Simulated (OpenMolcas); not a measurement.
# OLYP/ANO-R2 (DKH8) run of HBS (hydrogen boron sulfide), part 2 of 2

OpenMolcas 26.06.

### Step 3. The doublet cation

File mol.xyz:

```xyz
3

B     -0.038660    -0.014560     0.134750
S      0.399170     0.147640    -1.393290
H     -0.360510    -0.133080     1.258530
```

File job.input:

```
* BHS Kohn-Sham DFT
>>> EXPORT MOLCAS_PRINT=2
&gateway
coord=mol.xyz
basis=ANO-R2
group=NoSym
&seward
relativistic=R08O02
expert
&scf
uhf
charge=1
spin=2
ksdft=OLYP
prorbitals=1 1
&alaska
```

Started as:

```console
$ export MOLCAS_MEM=1860
$ pymolcas job.input > job.log
```

Log:

```text
--- Start Module: gateway ---

                                              &GATEWAY

                       available to each process: 1.9 GB of memory, 1 thread

++    Symmetry information:
      ---------------------

                    Character Table for C1

                             E
                    a        1  x, y, xy, Rz, z, xz, Ry, yz, Rx, I
--

++    Basis set information:
      ----------------------

      Basis set label: B.ANO-R...4S4P2D1F.

      Electronic valence basis set:
      ------------------
      Associated Effective Charge   5.000000 au
      Associated Actual Charge      5.000000 au
      Nuclear Model: Finite nucleus - Gaussian distribution
        Gaussian exponent, Xi/bohr**(-2):  7.11787E+08

      Shell  nPrim  nBasis  Cartesian Spherical Contaminant
         s      12       4        X
         p       7       4        X
         d       3       2                 X
         f       2       1                 X

      Basis set label: S.ANO-R...5S4P3D1F.

      Electronic valence basis set:
      ------------------
      Associated Effective Charge  16.000000 au
      Associated Actual Charge     16.000000 au
      Nuclear Model: Finite nucleus - Gaussian distribution
        Gaussian exponent, Xi/bohr**(-2):  4.04080E+08

      Shell  nPrim  nBasis  Cartesian Spherical Contaminant
         s      17       5        X
         p      11       4        X
         d       7       3                 X
         f       5       1                 X

      Basis set label: H.ANO-R...3S2P1D.

      Electronic valence basis set:
      ------------------
      Associated Effective Charge   1.000000 au
      Associated Actual Charge      1.000000 au
      Nuclear Model: Finite nucleus - Gaussian distribution
        Gaussian exponent, Xi/bohr**(-2):  2.12482E+09

      Shell  nPrim  nBasis  Cartesian Spherical Contaminant
         s       7       3        X
         p       4       2        X
         d       2       1                 X
--

++    Molecular structure info:
      -------------------------

                    ************************************************
                    **** Cartesian Coordinates / bohr, angstrom ****
                    ************************************************

     Center  Label                x              y              z                     x              y              z
        1      B1              -0.073057      -0.027514       0.254641             -0.038660      -0.014560       0.134750
        2      S2               0.754322       0.278999      -2.632937              0.399170       0.147640      -1.393290
        3      H3              -0.681265      -0.251485       2.378277             -0.360510      -0.133080       1.258530

                    ***************************************
                    *    InterNuclear Distances / bohr    *
                    ***************************************

               1 B1            2 S2            3 H3
    1 B1       0.000000
    2 S2       3.019372        0.000000
    3 H3       2.220340        5.239712        0.000000

                    *******************************************
                    *    InterNuclear Distances / angstrom    *
                    *******************************************

               1 B1            2 S2            3 H3
    1 B1       0.000000
    2 S2       1.597783        0.000000
    3 H3       1.174954        2.772736        0.000000
--

            Nuclear Potential Energy             31.80108482 au

--- Stop Module: gateway /rc=_RC_ALL_IS_WELL_ ---

--- Start Module: seward ---

                                              &SEWARD

                       available to each process: 1.9 GB of memory, 1 thread

 ###############################################################################
 ###    WARNING:  EXPERT option is ON!                                       ###
 ###############################################################################
               SEWARD will generate:
                  Multipole Moment integrals up to order  2
                  Kinetic Energy integrals
                  Nuclear Attraction integrals (finite nuclei - Gaussian type)
                  One-Electron Hamiltonian integrals
                  Velocity integrals
                  Relativistic Douglas-Kroll-Hess integrals:
                    - Parametrization         : OPT
                    - DKH order of Hamiltonian: 8
                    - DKH order of Properties : 2
                         - multipole moment operators
                         - electric potential operators
                         - contact operators
                  Orbital angular momentum around (  0.5144   0.1901  -1.7954 )
                  Velocity quadrupole around (  0.5144   0.1901  -1.7954 )
                  Atomic mean-field integrals
                  Two-Electron Repulsion integrals

                   Integrals are discarded if absolute value <: 1.00E-14
                   Integral cutoff threshold is set to       <: 1.00E-16

            Nuclear Potential Energy             31.80108482 au

      Basis set specifications :
      Symmetry species         a
      Basis functions           86

--- Stop Module: seward /rc=_RC_ALL_IS_WELL_ ---
--- Module seward spent 4 seconds ---

--- Start Module: scf ---

                                                &SCF

                       available to each process: 1.9 GB of memory, 1 thread

++    Input section:
      --------------

      Header of the integral files:

[... 8 lines left out ...]
      Nuclear repulsion energy =   31.80108482
[... 66 lines left out ...]
++ Convergence information
                               UHF OLYP       iterations: Energy and convergence statistics
[... 21 lines left out ...]
       Convergence after  22 Iterations
[... 3 lines left out ...]
 *                                             SCF/KS-DFT Program, Final results                                             *
 *                                                       Final Results                                                       *
[... 95 lines left out ...]
      Total        0.0758   0.6492   0.2750
--

++    Natural Bond Order analysis
      ---------------------------
      Based on LoProp computed density
      -------------------------------------------------------------------------------------
      Atom A       Atom B       Bond Order
        B1           H3             0.778
      -------------------------------------------------------------------------------------
      NBO located      1.556 electrons involved in    1 bonds.
      NBO located      0.989 non-bonded electrons on atom B1
      NBO located      0.917 non-bonded electrons on atom S2
      NBO located      1.013 non-bonded electrons on atom S2
      NBO located      0.995 non-bonded electrons on atom S2
      NBO located      1.000 non-bonded electrons on atom S2
      NBO located      0.999 non-bonded electrons on atom S2
      NBO located      0.998 non-bonded electrons on atom S2
      The remaining    2.909 electrons are to be considered as diffuse
--

++    Molecular orbitals:
      -------------------

      Title: Natural orbitals

      Molecular orbitals for symmetry species 1: a

          Orbital            1         2         3         4         5         6         7         8         9        10
          Energy          -88.6529   -8.0859   -6.8995   -6.0666   -6.0567   -6.0692   -0.6591   -0.7827   -0.5685   -0.8974
          Occ. No.          2.0000    2.0000    2.0000    2.0000    2.0000    2.0000    1.9999    1.9998    1.9996    1.9987

          Orbital           11        12        13        14        15        16        17        18        19        20
          Energy           -0.5773    0.0142    0.1227    0.6348    0.2676    2.7436    2.4842    3.5856    3.8892    1.2801
          Occ. No.          1.0000    0.0013    0.0004    0.0002    0.0001    0.0000    0.0000    0.0000    0.0000    0.0000

          Orbital           21        22        23        24        25        26        27        28        29        30
          Energy            0.0245    8.2022    1.2749   -0.0802   -0.0292    0.1019   -0.0301    0.3317    0.2166   -0.0437
          Occ. No.          0.0000    0.0000    0.0000    0.0000    0.0000    0.0000    0.0000    0.0000    0.0000    0.0000

          Orbital           31        32        33        34        35        36        37        38        39        40
          Energy            0.0663    0.6666    0.3359    1.3998    0.3771    0.4130    0.1668    0.3240    0.3394    1.1483
          Occ. No.          0.0000    0.0000    0.0000    0.0000    0.0000    0.0000    0.0000    0.0000    0.0000    0.0000

          Orbital           41        42        43        44        45        46        47        48        49        50
          Energy            0.7612    6.5401    0.6615    0.8258    2.8220    7.1299    0.7895    0.6976    4.9065    0.7071
          Occ. No.          0.0000    0.0000    0.0000    0.0000    0.0000    0.0000    0.0000    0.0000    0.0000    0.0000

          Orbital           51        52        53        54        55        56        57        58        59        60
          Energy            1.7009    2.2422    0.9219    0.8975    0.6085    1.4760    1.3383   11.3908    2.7931    1.2667
          Occ. No.          0.0000    0.0000    0.0000    0.0000    0.0000    0.0000    0.0000    0.0000    0.0000    0.0000

          Orbital           61        62        63        64        65        66        67        68        69        70
          Energy            5.1542    1.6611    1.9979    2.5068    0.9172    1.5539    2.7110    3.5488    1.2271    3.1279
          Occ. No.          0.0000    0.0000    0.0000    0.0000    0.0000    0.0000    0.0000    0.0000    0.0000    0.0000

          Orbital           71        72        73        74        75        76        77        78        79        80
          Energy           10.5229    2.2005    1.7183    2.3925    1.3256    3.1770    2.0843    2.5704    0.9844    3.3565
          Occ. No.          0.0000    0.0000    0.0000    0.0000    0.0000    0.0000    0.0000    0.0000    0.0000    0.0000

          Orbital           81        82        83        84
          Energy            1.4992    2.1184    1.1571   10.7872
          Occ. No.          0.0000    0.0000    0.0000    0.0000

--

++    Molecular properties:
      ---------------------

      Charge (e):
                      =    1.0000
      Dipole Moment (debye):
      Origin of the operator (angstrom)=    0.2722    0.1006   -0.9501
                   X= -5.7821E-01               Y= -2.1456E-01               Z=  2.0177E+00           Total=  2.1099E+00
      Center of Charge (angstrom)
                     X=    0.15180730               Y=    0.05594343               Z=   -0.53002951
      Quadrupole Moment (debye*angstrom):
      Origin of the operator (angstrom)=    0.2722    0.1006   -0.9501
                  XX= -1.5816E+01              XY=  5.3495E-01              XZ= -1.9348E+00              YY= -1.4218E+01
                  YZ= -4.1480E-01              ZZ= -9.4639E+00
      In traceless form (debye*angstrom)
                  XX= -3.9751E+00              XY=  8.0243E-01              XZ= -2.9022E+00              YY= -1.5782E+00
                  YZ= -6.2220E-01              ZZ=  5.5533E+00
--

--- Stop Module: scf /rc=_RC_ALL_IS_WELL_ ---
--- Module scf spent 12 seconds ---

--- Start Module: alaska ---

                                              &ALASKA

                       available to each process: 1.9 GB of memory, 1 thread

                     Threshold for contributions to the gradient: 1.000E-07

                    ********************************************
                    * Symmetry Adapted Cartesian Displacements *
                    ********************************************

           Irreducible representation : a
           Basis function(s) of irrep: x, y, xy, Rz, z, xz, Ry, yz, Rx, I

 Basis Label        Type   Center Phase
   1   B1           x         1     1
   2   B1           y         1     1
   3   B1           z         1     1
   4   S2           x         2     1
   5   S2           y         2     1
   6   S2           z         2     1
   7   H3           x         3     1
   8   H3           y         3     1
   9   H3           z         3     1

                     No automatic utilization of translational and rotational invariance of the energy is employed.

 Rotational correction to the DFT gradient is turned off due to close-to-degeneracy problems!

 DFT contribution computed for a moving grid.

 Conventional ERI gradients!

 **************************************************
 *              Molecular gradients               *
 **************************************************

  Irreducible representation: a
 ------------------------------------------------------------------------------------------
                              X                       Y                       Z
 ------------------------------------------------------------------------------------------
  B1                2.20144380665417E-02    8.13099393093908E-03   -7.68487298775966E-02
  S2               -2.24696192519511E-02   -8.31338943773030E-03    7.84274155474272E-02
  H3                4.55181185404330E-04    1.82395506784575E-04   -1.57868566984321E-03
 ------------------------------------------------------------------------------------------

--- Stop Module: alaska /rc=_RC_ALL_IS_WELL_ ---
--- Module alaska spent 10 seconds ---

.##################.
.# Happy landing! #.
.##################.

    Timing: Wall=28.04 User=25.65 System=2.37
```

It took 29 s on 1 thread of Arm Neoverse V1, shared host; peak memory 0.5 GiB.

### Step 4. Outcome

The summary covers parts 1 to 2.

Level: OLYP/ANO-R2 (DKH8).

```
                                          quantity          value
                         singlet HBS: total energy  -424.78059 Eh
                        singlet HBS: dipole moment         1.21 D
                          singlet HBS: HOMO energy       -7.23 eV
                          singlet HBS: LUMO energy       -1.89 eV
                        singlet HBS: HOMO–LUMO gap        5.34 eV
             singlet HBS: largest force on an atom     0.515 eV/Å
                      doublet cation: total energy  -424.37464 Eh
doublet cation: HOMO energy (highest over α and β)      -15.27 eV
 doublet cation: LUMO energy (lowest over α and β)      -14.82 eV
                              doublet cation: ⟨S²⟩          0.754
          doublet cation: largest force on an atom     4.217 eV/Å
vertical ionisation energy (to the doublet cation)      11.046 eV
```

The vertical ionisation energy comes to 11.05 eV (255 kcal/mol). The largest force (singlet HBS) is 0.52 eV/Å: the shape isn't a stationary point for this species at this level. The negative HOMO energy of the first species, 7.23 eV, lies 3.82 eV below that difference. At OLYP/ANO-R2: The measured dipole moment is 1.30 D (NIST CCCBDB); the computed value is 0.09 D (7 %) too low. Mulliken charges (doublet cation) run from +0.25 on H3 to +0.48 on S2; they depend strongly on the basis.
